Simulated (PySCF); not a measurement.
Gas-phase reaction: AlHCl2 + H → Al + 2 HCl

Method: PySCF energies plus ideal-gas RRHO corrections (1 bar). † marks an energy on the PBE0/def2-TZVP geometry and frequencies; other levels use their own. MP2 freezes the core. Open shells (unrestricted): H (multiplicity 2), Al (multiplicity 2, electronic degeneracy 6); the rest are closed-shell singlets. Spin-orbit splitting is ignored; it lowers the true energy and changes the entropy of Al. AlHCl2: computed as isolated molecules; such fragments, hydroxides, amides, oligomers or adducts are transient or little studied in the gas. MP2 isn't extrapolated to the basis-set limit; its ΔH°(298 K) is 318.5 kJ in def2-SVP and 312.5 kJ in def2-TZVPP. The harmonic model lacks anharmonicity and excited electronic states, which grow with temperature; levels with a mode under 35 cm⁻¹ are left out.

| level | ΔE electronic, kJ | ΔH°(298 K), kJ | ΔS°(298 K), J/K | ΔG°(1200 K), kJ |
|---|---|---|---|---|
| BLYP/def2-TZVP† | 246 | 259 | 135 | 105 |
| HF/def2-TZVP† | 287 | 300 | 135 | 146 |
| M06-2X/def2-TZVP† | 293 | 306 | 135 | 152 |
| MP2/def2-TZVPP† | 299 | 312 | 135 | 158 |
| PBE/def2-TZVP† | 268 | 281 | 135 | 127 |
| PBE0/def2-QZVP† | 272 | 286 | 135 | 131 |
| PBE0/def2-TZVP | 278 | 291 | 135 | 137 |
| ωB97M-V/def2-TZVP† | 288 | 301 | 135 | 147 |
ΔH° is lowest at BLYP/def2-TZVP† and highest at MP2/def2-TZVPP†. No reference value is set beside these.
